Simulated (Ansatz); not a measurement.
# C2H2: the cost of one run

Computed with Ansatz 0.2.0 (the levels named in each step, unless a step's input says otherwise).

### 1 Starting point

Bond lengths: C1–C2 1.194 Å, C1–H3 1.050 Å, C2–H4 1.050 Å. Angles: C1–C2–H4 180.0°, C2–C1–H3 180.0°.

Structure file:

```xyz
4

C     0.0000    0.0000   -0.5969
C     0.0000    0.0000    0.5969
H     0.0000    0.0000   -1.6465
H     0.0000    0.0000    1.6465
```

### 2 A rough first relaxation, PBE-D4/def2-SVP

This run stands in another session on the same molecule. It ended at:

```xyz
4

C     0.0000    0.0000   -0.6098
C     0.0000    0.0000    0.6098
H     0.0000    0.0000   -1.6912
H     0.0000    0.0000    1.6912
```

### 3 Relaxation, PBE0-D4/def2-TZVPP

This run stands in another session on the same molecule. It ended at:

```xyz
4

C     0.0000    0.0000   -0.5985
C     0.0000    0.0000    0.5985
H     0.0000    0.0000   -1.6627
H     0.0000    0.0000    1.6627
```

### 4 Relaxation, CCSD(T)/cc-pV(T+d)Z

Contents of input.yaml:

```yaml
crystal:
  periodic: [false, false, false]
  atoms:
    - { symbol: C, position_ang: [0.0, 0.0, -0.59847189] }
    - { symbol: C, position_ang: [0.0, 0.0, 0.59847694] }
    - { symbol: H, position_ang: [0.0, 0.0, -1.66265898] }
    - { symbol: H, position_ang: [0.0, 0.0, 1.66266392] }
basis:
  gaussian: { orbitals: "cc-pV(T+d)Z.json" }
correlation:
  method: ccsd_t
relax:
  f_tol: 0.002
  max_steps: 40
```

On the command line:

```bash
ansatz run input.yaml --threads 2 --pin off --max-ram 5120MiB --backend cpu --events-out ev --progress --plain --runs-dir out
```

**Question.** How long does this run take on 2 threads of Arm Neoverse V2, shared host, and how much memory does it need?

About 16 s, with a peak of 0.38 GiB.
